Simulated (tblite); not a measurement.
Compound: C₃H₆N₂.
Atom-mapped SMILES: `[CH2:1]=[N:2]/[N:3]=[CH:4]\[CH3:5]` (hydrogens: H6, H7 on C1; H8 on C4; H9, H10, H11 on C5)

Computed with GFN2-xTB (tblite), gas phase: L-BFGS steps from a force-field or distance-geometry start until the largest atomic force falls under 0.01 eV/Å.

Step 35: E = -415.2813 eV
```
atom  x, y, z in Å  |  force x, y, z in eV/Å
C1      2.2006   -0.0205   -0.0699    0.009   0.007   0.011
N2      1.2004    0.0935   -0.8304   -0.011  -0.044   0.084
N3      0.2002    0.8892   -0.7622   -0.035   0.013  -0.048
C4     -0.9799    0.7020   -0.3528   -0.016   0.009   0.067
C5     -1.4687   -0.5110    0.3840   -0.009   0.033  -0.036
H6      2.3070    0.4855    0.8885   -0.019  -0.011  -0.019
H7      3.0029   -0.6613   -0.3950    0.007   0.024  -0.025
H8     -1.6857    1.4938   -0.5684    0.037  -0.037  -0.009
H9     -0.7102   -0.8609    1.0858   -0.043  -0.019  -0.067
H10    -2.3881   -0.2937    0.9212    0.035   0.030   0.017
H11    -1.6731   -1.3140   -0.3267    0.045  -0.005   0.024
```

Step 36: E = -415.2822 eV
```
atom  x, y, z in Å  |  force x, y, z in eV/Å
C1      2.2078   -0.0185   -0.0693   -0.006   0.017   0.001
N2      1.2011    0.0886   -0.8218    0.002  -0.047   0.021
N3      0.2018    0.8846   -0.7596   -0.038   0.006  -0.006
C4     -0.9787    0.7003   -0.3502   -0.040  -0.001   0.059
C5     -1.4746   -0.5113    0.3842   -0.001   0.030  -0.034
H6      2.3171    0.4952    0.8840    0.004  -0.014   0.002
H7      3.0097   -0.6572   -0.3997   -0.001   0.022  -0.004
H8     -1.6842    1.4906   -0.5700    0.033  -0.019  -0.018
H9     -0.7182   -0.8696    1.0835   -0.037  -0.016  -0.058
H10    -2.3926   -0.2900    0.9229    0.047   0.027   0.008
H11    -1.6837   -1.3100   -0.3301    0.037  -0.005   0.028
```

**Question.** Estimate the geometry and energy of step 37. (The exact step hangs on the optimiser's Hessian estimate; all steps are aligned on step 36, rigid shifts and turns removed.)

**Answer.** E = -415.2827 eV, largest force 0.049 eV/Å
```
atom  x, y, z in Å  |  force x, y, z in eV/Å
C1      2.2130   -0.0163   -0.0690   -0.015   0.015  -0.005
N2      1.2016    0.0853   -0.8157    0.003  -0.036  -0.020
N3      0.2025    0.8814   -0.7573   -0.026  -0.010   0.024
C4     -0.9783    0.6988   -0.3479   -0.037   0.000   0.032
C5     -1.4792   -0.5110    0.3839    0.002   0.013  -0.019
H6      2.3244    0.5001    0.8820    0.017  -0.010   0.015
H7      3.0149   -0.6529   -0.4041   -0.002   0.018   0.010
H8     -1.6822    1.4880   -0.5723    0.012   0.005  -0.021
H9     -0.7251   -0.8758    1.0812   -0.013  -0.016  -0.035
H10    -2.3951   -0.2866    0.9243    0.038   0.026   0.005
H11    -1.6910   -1.3082   -0.3310    0.022  -0.006   0.015
```

The energy changes by -0.0005 eV. The first-order estimate −F·Δx gives -0.0008 eV and the mean of the old and new forces, exact on a quadratic surface, -0.0005 eV. The step makes an angle of 77° with the force vector and moves no atom by more than 0.010 Å.

The cost below is that of the whole relaxation. The run took 0.33 s on one thread of an Arm Neoverse V1, no GPU (shared host).
